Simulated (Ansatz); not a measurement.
# Al2O (singlet): from Hartree-Fock to the top rungs, cc-pVDZ

An exercise on one series of results from a longer session: the logs are not shown, and one member is left open.

Method: cc-pVDZ, core rule «outside noble gas», up to 11 orbitals frozen; program: Ansatz 0.2.0, Gaussian basis.

To be run: UHF; CCSD(T) on RHF; BCCD(T) on RHF; CISD; CCSDT(Q) on RHF.

40 further runs of the same task are left out: 12 for a known fault of the program, 14 that didn't finish, 14 set aside as unsound or not needed.

## The system

The geometry is a PBE0/def2-TZVP stationary point (not a proven minimum) of the parent state, kept for this charge and spin.

3 atoms, charge 0, spin multiplicity 1.

Atoms are counted from 1 here; the program's logs count them from 0.

Bond lengths: Al1–O2 1.699 Å, O2–Al3 1.699 Å. Angles: Al1–O2–Al3 180.0°.

Set-up of the first run:

in.yaml

```yaml
crystal:
  periodic: [false, false, false]
  atoms:
    - {symbol: Al, position_ang: [0.000000, 0.000000, 1.699100]}
    - {symbol: O, position_ang: [0.000000, 0.000000, 0.000000]}
    - {symbol: Al, position_ang: [0.000000, 0.000000, -1.699100]}
basis:
  gaussian: {orbitals: cc-pVDZ}
magnetization: {spin_polarized: true, initial_magnetization: 0}
hamiltonian: {xc: hf}
output: {orbitals: {seedname: orbitals}}
```

Run with:

```sh
$ ansatz run in.yaml --threads 1 --pin off --events-out ev --progress --plain --max-ram 2393MiB
```

Steps of the session up to this table: UHF; CCSD(T) on RHF; BCCD(T) on RHF; CISD; CCSDT(Q) on RHF.

One of the session's tables, all rows but one given; the rest of the session is left out.

```
   method  from RCCSDT(Q) (meV)
      RHF               +8332.1
     RMP2                +902.0
     CISD               +1137.7
    RCCSD                +278.5
 RCCSD(T)                 +44.4
  BCCD(T)                     ?
   RCCSDT                 +29.8
RCCSDT(Q)                     0
```

**Question.** Estimate the row for BCCD(T).

The run gave: from RCCSDT(Q) (meV): +37.6. In the column «from RCCSDT(Q) (meV)» it lies between RCCSDT (+29.8) and RCCSD(T) (+44.4).
